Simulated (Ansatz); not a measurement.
# CH3, doublet in cc-pVTZ: errors against UCCSDT(Q)

Geometry: MP2(full)/6-31G*, from the G2/97 set.

```xyz
4

C     0.0000    0.0000    0.0000
H     0.0000    1.0784    0.0000
H     0.9339   -0.5392    0.0000
H    -0.9339   -0.5392    0.0000
```

Basis cc-pVTZ; Ansatz 0.2.0. Only valence electrons are correlated (noble-gas cores frozen), which leaves 7 electrons in 71 orbitals. R marks a restricted (for open shells ROHF) determinant, U an unrestricted one. Active spaces: valence = (7e, 7o) chosen from the atoms' valence shells.

Full CI isn't at hand for all of this; UCCSDT(Q) serves as the reference, and is uncertain by about the last step of the cluster series. The frozen core follows each run's orbitals, which can shift R against U totals by a few meV.

For open shells CISD is restricted-active-space CI with the open shells as a complete middle space.

* UHF ⟨S²⟩: 0.762
* T1 diagnostic (RCCSD): 0.0142
* largest doubles amplitude (RCCSD): 0.037
* T1 diagnostic (UCCSD): 0.0082

```tsv
level	E − E(UCCSDT(Q)) (mEh)	share of correlation (%)	wall time
RHF	188.59	0.00	–
UHF	184.06	2.40	–
RMP2	25.50	86.48	–
UMP2	25.90	86.27	–
CISD	11.80	93.74	2.6 s
RCCSD	5.39	97.14	–
UCCSD	5.30	97.19	–
RCCSD(T)	0.60	99.68	6 s
UCCSD(T)	0.58	99.69	6.5 s
BCCD(T)	0.59	99.68	1.9 s
RCCSDT	0.14	99.92	–
UCCSDT	0.11	99.94	–
RCCSDT(Q)	0.03	99.98	5.5 s (H100)
CASSCF (valence space)	129.33	31.42	–
NEVPT2 (valence space)	27.60	85.36	1.3 s
MRCISD (valence space)	5.93	96.85	–
MRCISD+Q (valence space)	0.75	99.60	3 s (H100)
```

The correlation energy at UCCSDT(Q), counted from RHF, is -5.132 eV. That run took 5 s on 2 threads of AMD EPYC 7R13 with a shared H100 80 GB, shared host.

Times hold each run's SCF and search for its determinant on a shared host, so for small cases they say little of a method's own cost; rows without a card ran on 1 thread of AMD EPYC 7R13.

Natural occupations of CASSCF (valence space) about the gap: 1.982 1.978 1.978 1.000 0.024 0.019 0.019; effectively unpaired electrons, Σ n²(2−n)², 1.01.

Atomization energy (electronic, same basis, no zero-point term; atoms at the same level, unrestricted beside the R rows where the molecule is a closed shell, with restricted open-shell steps beyond CCSDT(Q)) at UCCSDT(Q): 1262.5 kJ/mol. Errors of other levels:

| level | error (kJ/mol) |
| --- | --- |
| RHF | -246.9 |
| UHF | -247.8 |
| RMP2 | -6.8 |
| UMP2 | -8.2 |
| CISD | -23.5 |
| RCCSD | -7.1 |
| UCCSD | -7.3 |
| RCCSD(T) | -0.1 |
| UCCSD(T) | -0.2 |
| BCCD(T) | -0.1 |
| RCCSDT | -0.1 |
| UCCSDT | -0.2 |
| RCCSDT(Q) | 0.1 |
| CASSCF (valence space) | -141.4 |
| NEVPT2 (valence space) | -31.5 |
| MRCISD (valence space) | -10.3 |
| MRCISD+Q (valence space) | -3.6 |

This basis is far from its limit, so the value isn't to be set against a measured one. Truncated CI isn't size-consistent, which counts against it in atomization.
